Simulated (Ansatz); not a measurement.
Ideal-gas functions of CH5BSi, SMILES `B1C[SiH2]1` at 400 K and 1 bar, from an Ansatz frequency run at PBE0-D4/def2-TZVP.

Molar mass 55.95 g/mol, point group C1 (symmetry number 1), electronic degeneracy 1, moments of inertia 23.035, 57.124, 72.637 u Å². Harmonic wavenumbers (cm⁻¹, unscaled): 301, 446, 556, 576, 630, 674, 747, 796, 875, 957, 985, 1174, 1425, 2218, 2259, 2701, 3104, 3165.

Use S(trans) = R[1.5 ln M + 2.5 ln T − 1.1517]; rotational temperatures θ = 24.2544 K / I; S(rot) = R[ln(√π/σ · √(T³/θAθBθC)) + 1.5]; for each mode x = 1.438777 ν̃/T, S = R[x/(eˣ − 1) − ln(1 − e⁻ˣ)] and H = RT x/(eˣ − 1); 1 cm⁻¹ = 0.0119627 kJ/mol; R = 8.31446 J/(mol·K).

Q: By hand: the entropy, in J/(mol·K).

A: Translation 165.2. Rotation: θ = 1.0529, 0.4246, 0.3339 K, giving 99.9. Vibration, mode by mode: 8.05, 5.22, 3.81, 3.60, 3.09, 2.73, 2.22, 1.93, 1.54, 1.22, 1.12, 0.65, 0.30, 0.03, 0.02, 0.01, 0.00, 0.00, in all 35.5. Electronic 0.0. Sum 300.6 J/(mol·K).

Q: By hand: H − E and G − E in kJ/mol, counted from the electronic energy.

A: Zero-point energy ½ × 23589 × 0.0119627 = 141.1; thermal vibration 9.6; translation, rotation and pV give 4 RT = 13.3. H − E = 164.0 kJ/mol, and G − E = 164.0 − 400 × 300.6/1000 = 43.8 kJ/mol.

Vibration gives 12 % of the entropy. The sum counts one conformer and one mirror image; others add a mixing term.
